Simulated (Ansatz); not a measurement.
# Energy profile

The step: AlH₃S₂ ([SH][AlH][SH]) → AlHS ([AlH][S]) + H₂S (still joined by a long Al–S bond); bonds formed: S2–H4; bonds broken: S3–H4; bonds weakened to dative contacts: Al1–S2 (atoms numbered as in the saddle structure below).

```xyz
6
angstrom
Al -1.0725 0.0066 -0.2900
S 1.2366 0.8212 0.2034
S -0.5075 -1.7345 -1.2016
H 1.1913 -0.4414 -0.4132
H -2.1142 1.0504 0.2591
H 1.2662 0.2977 1.4423
```

Electronic energies by CCSD(T) at an estimated basis limit (MP2 extrapolated from triple and quadruple zeta, plus CCSD(T) − MP2 in triple zeta), on PBE0-D4/def2-TZVP structures; AlH$_{3}$S$_{2}$, singlet; no counterpoise correction. Ansatz 0.2.0; basis: def2-TZVPP and def2-QZVPP; cores frozen in the correlated methods. Extrapolation: Hartree–Fock as exp(−7.88 √X), correlation as X^−2.97.

Question: Give the profile in kJ/mol, counted from the start structure. (Judge from chemistry; the value comes from the calculation.)

Answer: By the calculation:
```tsv
point	kJ/mol
start structure	0.0
saddle	169.2
end structure	161.1
separated: AlHS (linked as [AlH][S]; Al1, S3, H5; singlet) + H$_{2}$S (S2, H4, H6; singlet)	210.9
```

T1 diagnostic: at most 0.019.

For scale, one of the runs: CCSD(T)/def2-TZVPP, 168 basis functions, launched by `ansatz run in.yaml --threads 2 --pin off --events-out ev --progress --plain --max-ram 4352MiB`. Hardware: 2 CPU threads of an Arm Neoverse V2, shared host. Wall time 15 s; peak host memory 1.2 GiB.
